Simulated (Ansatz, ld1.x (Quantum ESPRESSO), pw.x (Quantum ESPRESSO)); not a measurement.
From atom to crystal: TM potential for carbon

* Element: carbon
* Generator: ld1.x (Quantum ESPRESSO) 7.5
* Type: norm-conserving Troullier–Martins (Kleinman–Bylander form)
* Functional: PBEsol
* Relativity: scalar-relativistic
* Frozen core: [He]
* Valence charge: 4
* Reference configuration: 2s1.75 2p2.25
* Partial waves: 2p (bound): rc 3.15 bohr; 3d channel at 0.1 Ry: rc 2.55 bohr; 2s (bound): rc 1.15 bohr
* Local potential: the s channel
* Core correction: none

Crystal test: fcc C in pw.x 7.5, no spin, 18³ k-points, Fermi–Dirac smearing 0.01 Ry, cutoffs 110/440 Ry. The reference is all-electron LAPW (Ansatz 0.2.0) with the same functional, mesh and smearing; V0 and B0 come from Birch–Murnaghan fits to the pressures at five volumes. Errors are pseudo minus all-electron; Δ is the rms difference of the E(V) curves that follow from these fits, minima aligned, over ±6 % about the mean V0. Mesh and smearing are coarse, so the numbers serve the comparison and aren't converged zero-temperature values; the lattice is a test structure that the element need not adopt.

All-electron: a0 = 3.037 Å (V0 = 7.00 Å³/atom), B0 = 172.8 GPa.

How far does the potential miss the all-electron equation of state?

mean pressure error (GPa): +4.79; a0 (Å): 3.069; a0 error (%): +1.06; B0 error (%): -22.0; Δ (meV/atom): 7.4. The largest radius (3.15 bohr) exceeds half the bond length (2.04 bohr), so the spheres overlap, which is one possible source of error among others. This is a poor potential for the solid. Atomic configuration tests: 1 of 7 tests not solved or not reliable.

| V (Å³/atom) | P all-electron (GPa) | P pseudo (GPa) |
| --- | --- | --- |
| 6.796 | 5.38 | 8.89 |
| 6.975 | 0.61 | 4.95 |
| 7.154 | -3.62 | 1.33 |
| 7.333 | -7.38 | -1.97 |
| 7.512 | -10.73 | -4.99 |

At the middle volume, how do free energy and pressure move when the wave cutoff is lowered (ecutrho kept at four times it)?

| cutoff (Ry) | shift of F (meV/atom) | shift of P (GPa) |
| --- | --- | --- |
| 50 | +50.3 | -0.02 |
| 66 | +37.4 | -1.41 |
| 88 | +8.4 | -0.97 |

The run at the middle volume (195 k-points, 5 iterations) took about 13 s on one core of a shared host (Neoverse-V2, 96 threads, 742 GiB, load 35).
